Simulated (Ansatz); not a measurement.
`CC1C=CCC1`, charge 0, multiplicity 1.

**Question.** Give a relaxed structure at PBE0-D4/def2-TZVP (the Gaussian-basis code of Ansatz). (An estimate is asked.)

**Answer.** Computed: 
```xyz
16

C    -1.1396    1.4768   -0.0085
C     0.2127    0.8267    0.2720
C     0.1024   -0.2322    1.3352
C     0.2015   -1.4590    0.8373
C     0.4305   -1.4445   -0.6454
C     0.7676    0.0292   -0.9257
H    -1.5473    1.9483    0.8894
H    -1.8629    0.7305   -0.3488
H    -1.0526    2.2452   -0.7813
H     0.9143    1.6142    0.5692
H    -0.1014    0.0031    2.3743
H     0.0933   -2.3732    1.4100
H     1.2314   -2.1203   -0.9587
H    -0.4719   -1.7745   -1.1754
H     1.8533    0.1461   -0.9649
H     0.3686    0.3835   -1.8788
```
This is one stationary point; other conformers may exist.
